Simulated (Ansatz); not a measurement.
Basis-set extrapolation for C$_{3}$H$_{5}$NO$_{2}$ (`N/C=C\OC=O`) (PBE0-D4/def2-TZVP geometry, frozen core, Ansatz). Multiplicity 1, RHF reference.

```csv
,def2-TZVPP,def2-QZVPP
HF,-320.801454,-320.816397
MP2 correlation,-1.146019,-1.229596
CCSD(T) correlation,-1.218976,not run
```

Energies in hartree. Use E(X) = E(∞) + A·exp(−7.88·√X) for Hartree–Fock and E(X) = E(∞) + B·X^(−2.97) for correlation, with X = 3 and 4, and add CCSD(T) minus MP2 of the smaller set to the MP2 limit.

**Question.** What is the CCSD(T) energy at the basis-set limit?

**Answer.** HF limit: -320.816397 + (-0.014943) × 0.13774 = -320.81846. MP2 limit: -1.229596 + (-0.083577) × 0.74074 = -1.29150. Higher-order term: -1.218976 − (-1.146019) = -0.07296. Total: -322.18292 hartree, 102.0 kcal/mol below CCSD(T)/def2-TZVPP.
